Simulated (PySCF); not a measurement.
**F₂: from constants to spectrum**

RHF-CCSD(T) constants of F₂, ¹Σg⁺ (singlet), closed shell (PySCF, no relativity, basis sets F def2-TZVPPD; masses 18.9984 and 18.9984 u):

```
ωe              : 912.9 cm⁻¹
ωexe            : 11.9 cm⁻¹
Be              : 0.88269 cm⁻¹
αe              : 0.0128 cm⁻¹
D (centrifugal) : 3.3e-06 cm⁻¹
De to F + F     : 1.52 eV
```

Q: Give the vibrational terms G(v) and spacings up to v = 6.

A: G(v) = ωe(v+½) − ωexe(v+½)².

```json
{"v": "0", "G(v) (cm⁻¹)": "453", "G(v) − G(v−1)": "", "Bv (cm⁻¹)": "0.8763"}
{"v": "1", "G(v) (cm⁻¹)": "1343", "G(v) − G(v−1)": "889", "Bv (cm⁻¹)": "0.8635"}
{"v": "2", "G(v) (cm⁻¹)": "2208", "G(v) − G(v−1)": "865", "Bv (cm⁻¹)": "0.8507"}
{"v": "3", "G(v) (cm⁻¹)": "3049", "G(v) − G(v−1)": "842", "Bv (cm⁻¹)": "0.8379"}
{"v": "4", "G(v) (cm⁻¹)": "3867", "G(v) − G(v−1)": "818", "Bv (cm⁻¹)": "0.8251"}
{"v": "5", "G(v) (cm⁻¹)": "4661", "G(v) − G(v−1)": "794", "Bv (cm⁻¹)": "0.8123"}
{"v": "6", "G(v) (cm⁻¹)": "5431", "G(v) − G(v−1)": "770", "Bv (cm⁻¹)": "0.7995"}
```

Q: How well does the Morse estimate ωe²/(4ωexe) reproduce De, and what is D0?

A: It gives 2.17 eV, 143 % of the computed De. D0 = De − G(0) = 1.52 − 0.06 = 1.46 eV.

Correlated steps freeze 2 core orbitals. Where the molecule has an RHF reference, its open-shell atoms are computed with UHF.
